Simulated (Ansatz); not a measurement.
## Worked example: correlation energy of Cl–CH–Ga, quartet

Geometry: that of the Cl–CH–Ga, doublet, kept fixed. The doublet lies 2.3 eV lower here.

| atom | x (Å) | y (Å) | z (Å) |
| --- | --- | --- | --- |
| Cl | 0.0000 | -0.2243 | 1.9932 |
| C | 0.0000 | 0.8739 | 0.6620 |
| Ga | 0.0000 | -0.0640 | -1.1423 |
| H | 0.0000 | 1.9032 | 1.0230 |

Basis cc-pVDZ; Ansatz 0.2.0. Only valence electrons are correlated (noble-gas cores and the filled d shells of p-block atoms frozen), which leaves 15 electrons in 44 orbitals. Prefix R: restricted or restricted open-shell reference; prefix U: unrestricted. No spin–orbit coupling is included, and no scalar relativity.

Full CI isn't at hand for all of this; UCCSDT(Q) serves as the reference, and is uncertain by about the last step of the cluster series.

Runs differ by some tens of microhartree through their thresholds and, for an open shell, their frozen cores, so steps under 0.03 kcal/mol mean nothing.

```
    level  total energy (hartree)
      UHF            -2421.053288
     UMP2            -2421.326956
    UCCSD            -2421.360256
 UCCSD(T)            -2421.369897
   UCCSDT            -2421.371183
UCCSDT(Q)            -2421.372049
```

Question: What is the correlation energy at UCCSDT(Q), and what share of it do UMP2 and UCCSDT recover?

Answer: E(corr) = -2421.372049 − (-2421.053288) = -0.318761 hartree = -8.674 eV. UMP2: -0.273668 / -0.318761 = 85.85 %. UCCSDT: -0.317895 / -0.318761 = 99.73 %.

Question: By how many kcal/mol does UCCSD(T) miss UCCSDT(Q) (1 hartree = 627.509 kcal/mol), and which steps make up the rest?

Answer: -2421.369897 − (-2421.372049) = 0.002152 hartree = 1.35 kcal/mol. Steps: UCCSDT − UCCSD(T) = -0.81, UCCSDT(Q) − UCCSDT = -0.54 kcal/mol. Differences between like states or geometries often cancel part of this.
